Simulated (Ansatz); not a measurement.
A nudged elastic band was laid between two geometries of AlFH4S (7 atoms, charge 0, multiplicity 1).

Computed with UKS B3LYP/def2-SVP in Ansatz 0.2.0.

```json
{
  "movable images": "7",
  "climbing image": "yes",
  "spring": "5.0 eV/Å²",
  "optimiser": "quadratic models (default)",
  "start path": "through a guess of the saddle point",
  "force threshold": "0.03 eV/Å",
  "iteration limit": "60",
  "end points": "relaxed"
}
```

Image 0:

```xyz
7
Properties=species:S:1:pos:R:3
Al -0.829 -0.708 0.272
F -1.711 0.656 -0.183
H -0.734 -1.863 -0.809
H -0.649 -0.927 1.831
H 1.168 0.915 -1.390
S 1.512 0.388 -0.190
H 1.243 1.540 0.469
```

Image 8:

```xyz
7
Properties=species:S:1:pos:R:3
Al -0.394 -0.756 0.217
F -1.157 0.770 -0.762
H -0.642 -2.024 -0.685
H -0.802 -0.569 1.729
H -0.164 1.052 -0.875
S 1.543 0.401 -0.383
H 1.616 1.127 0.759
```

(1) Which bonds break or form, and what moves?

(2) Give the energies along the band, and the barrier.

Results:

(1) Bonds broken: H5–S6.

(2) The run converged. The highest image is number 8 of 0 to 8, 0.63 eV above the first end and 0.00 eV above the last; the last end lies 0.63 eV above the first. The highest image is an end point: on this band no image between the ends rises above it. The orbitals stay closed-shell, which can raise the energy where a bond breaks towards radicals; this wasn't checked here.

```csv
image,path coordinate (Å),energy (eV),H5–S6 (Å)
0,0.00,0.00,1.35
1,0.33,0.00,1.35
2,0.65,0.00,1.35
3,0.98,0.01,1.36
4,1.31,0.03,1.36
5,1.64,0.13,1.38
6,1.96,0.43,1.50
7,2.29,0.63,1.81
8,2.37,0.63,1.89
```

Run time: 2.5 min on 2 threads of Intel(R) Xeon(R) Platinum 8488C (Sapphire Rapids), on a shared host, peak memory 0.2 GiB.
